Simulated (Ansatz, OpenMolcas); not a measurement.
# How basis sets differ on BHF2 (SMILES FBF)

BHF2, singlet, SMILES `FBF`. Each level relaxes the structure for itself.

Each level gives the zero-point energy at each level's own minimum (kJ/mol). The values are calculated.

```
                          level          kind     program  value (kJ/mol)
                      HF/STO-3G  Hartree–Fock      Ansatz            55.5
                       HF/3-21G  Hartree–Fock      Ansatz            51.9
HF/6-31G* (Cartesian functions)  Hartree–Fock      Ansatz            50.5
                        HF/pc-1  Hartree–Fock  OpenMolcas            50.0
                     HF/cc-pVTZ  Hartree–Fock      Ansatz            49.9
```

Harmonic and unscaled. The values span 49.9 to 55.5 kJ/mol. Without the sets that lack polarisation functions the rows with a basis span only 49.9 to 50.5 kJ/mol.
